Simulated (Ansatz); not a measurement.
Stepwise reaction of `NBN` with hydrogen fluoride, as a gas-phase model of exchange steps in deposition or etching. ΔE in kJ/mol; ΔG adds harmonic PBE0-D4 terms to CCSD(T)/CBS, at 1 bar.

Computed with Ansatz on PBE0-D4/def2-TZVP structures; ΔE is electronic, products minus reactants. CCSD(T)/CBS is the MP2 limit (def2-TZVPP, def2-QZVPP) plus CCSD(T) − MP2 in def2-TZVPP, frozen cores. This one scheme is used for every species. DFT in def2-TZVPP. B3LYP here is the variant with VWN-RPA as its local correlation; programs differ in this. Each species was taken in one conformer, which may not be the lowest.

| step | reaction | PBE-D4 | B3LYP-D4 | ωB97M-V | CCSD(T)/CBS | ΔG(600 K) |
| --- | --- | --- | --- | --- | --- | --- |
| 2 | `NBF` + H–F → `FBF` + NH₃ | -23.3 | -27.7 | -28.1 | -25.6 | -27.4 |

**Question.** Give the row of step 1, `NBN` + H–F → `NBF` + NH₃. (Estimate.)

**Answer.** The calculation gave: 
| step | reaction | PBE-D4 | B3LYP-D4 | ωB97M-V | CCSD(T)/CBS | ΔG(600 K) |
| --- | --- | --- | --- | --- | --- | --- |
| 1 | `NBN` + H–F → `NBF` + NH₃ | -43.1 | -48.1 | -47.7 | -43.3 | -48.5 |

**Question.** By hand: ΔE of the 2 steps together at CCSD(T)/CBS.

**Answer.** (-43.3) + (-25.6) = -68.9 kJ/mol, or -34.5 kJ/mol a step.

In ΔE each step is higher than the one before. All are downhill at CCSD(T)/CBS. ΔG lies between -48.5 and -27.4 kJ/mol a step. PBE-D4 differs from CCSD(T)/CBS by 0.2 to 2.3 kJ/mol a step. Isolated molecules leave out the surface, adducts and barriers. Largest T1 diagnostic: 0.013.
